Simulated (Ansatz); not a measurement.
**[OH···H···S], triplet: the ladder up to UCCSDT(Q)**

Geometry: a point of a hydrogen-transfer path between rigid fragments, not a stationary point.

```xyz
4

O    -0.8892   -0.2316    0.0000
H    -1.1385    0.6949    0.0000
H     0.2548   -0.2316    0.0000
S     1.7728   -0.2316    0.0000
```

Basis cc-pVDZ; Ansatz 0.2.0. Only valence electrons are correlated (noble-gas cores frozen), which leaves 14 electrons in 36 orbitals. R marks a restricted (for open shells ROHF) determinant, U an unrestricted one. Active spaces: valence = (14e, 10o) chosen from the atoms' valence shells.

Full CI isn't at hand for all of this; UCCSDT(Q) serves as the reference, and is uncertain by about the last step of the cluster series. The frozen core follows each run's orbitals, which can shift R against U totals by a few meV.

For open shells CISD is restricted-active-space CI with the open shells as a complete middle space.

```
UHF ⟨S²⟩                          : 2.047
T1 diagnostic (RCCSD)             : 0.0247
largest doubles amplitude (RCCSD) : 0.056
T1 diagnostic (UCCSD)             : 0.0203
```

From what is known of these methods and the diagnostics, rank them by the size of their error in total energy against UCCSDT(Q) in cc-pVDZ, smallest first (an estimate: the text doesn't fix the numbers).
A. NEVPT2 (valence space)
B. CISD
C. UCCSD
D. RMP2
E. UCCSD(T)

E (1.62 mEh), C (8.43 mEh), D (32.63 mEh), B (37.00 mEh), A (50.60 mEh).

All errors are against UCCSDT(Q) in cc-pVDZ. Within each family the higher level lies nearer, as is usual though not guaranteed.

Natural occupations of CASSCF (valence space) about the gap: 1.997 1.976 1.963 1.005 1.002 0.038 0.025; effectively unpaired electrons, Σ n²(2−n)², 2.02.
